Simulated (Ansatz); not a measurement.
```yaml
crystal:
  periodic: [false, false, false]
  atoms:
    - {symbol: B, position_ang: [0.000000, 0.000000, 0.000000]}
    - {symbol: Cl, position_ang: [1.724107, 0.012996, -0.000081]}
    - {symbol: Cl, position_ang: [-0.873309, 1.486620, -0.002598]}
    - {symbol: Cl, position_ang: [-0.850799, -1.499616, 0.002678]}
basis:
  gaussian: {orbitals: def2-TZVP}
hamiltonian: {xc: pbe0}
relax: {f_tol: 0.004, max_steps: 80}
```

```sh
$ ansatz run in.yaml --threads 1 --pin off --events-out ev --progress --plain --max-ram 2176MiB
```

Steps of the relaxation (energy above the last step; positions in Å, forces in eV/Å):

```
4
step 1, 8.0 meV
B     0.000    0.000    0.000    0.000    0.000    0.000
Cl    1.724    0.013    0.000    0.405    0.003    0.000
Cl   -0.873    1.487   -0.003   -0.205    0.349   -0.001
Cl   -0.851   -1.500    0.003   -0.200   -0.352    0.001
```

```
4
step 2, 1.8 meV
B     0.000    0.000    0.000    0.000    0.000    0.000
Cl    1.731    0.013    0.000    0.190    0.001    0.000
Cl   -0.877    1.493   -0.003   -0.096    0.164    0.000
Cl   -0.854   -1.506    0.003   -0.094   -0.165    0.000
```

```
4
step 3, 0.0 meV
B     0.000    0.000    0.000    0.000    0.000    0.000
Cl    1.737    0.013    0.000    0.003    0.000    0.000
Cl   -0.880    1.498   -0.003   -0.002    0.003    0.000
Cl   -0.857   -1.511    0.003   -0.002   -0.003    0.000
```

Close pairs at the end: B1–Cl2 1.737 Å, B1–Cl4 1.737 Å, B1–Cl3 1.737 Å.

A stationary point of restricted PBE0 after 3 steps (its stability towards spin polarisation wasn't tested); no frequencies were run, so it isn't proven a minimum. 11 s on 1 thread of Intel Xeon 6975P-C, shared host.
